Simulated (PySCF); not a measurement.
## How methods differ on the electron affinity of Li

Li⁻ [He] 2s2 (1S) → Li [He] 2s1 (2S), as a difference of total energies. Calculation: PySCF 2.14, in dyall-av3z (15s9p3d, 57 functions); no relativity, point nucleus. Correlated levels: valence: 1s2 frozen; virtual orbitals above 40 to 60 times the deepest correlated orbital energy dropped. The calculations carry no spin-orbit coupling.

```
           method  electron affinity (eV)
              UHF                  -0.123
    MP2 (valence)                   0.332
SCS-MP2 (valence)                   0.423
   CCSD (valence)                   0.615
```

Errors of the correlated levels include the incompleteness of this basis and the frozen core.

A negative affinity means that the anion lies above the atom at that level of theory.

With two correlated electrons CCSD is exact in that space.

The coupled-cluster amplitudes are large for Li⁻ (T1 above 0.03 or a double amplitude above 0.15), so a single reference is strained.

Which method comes closest to the reference value, and which is furthest?

The reference is 0.618 eV (measured; photodetachment measurements, as compiled on the Wikipedia data page of electron affinities). Closest: CCSD (valence) (error -0.003 eV); furthest: UHF (error -0.741 eV).
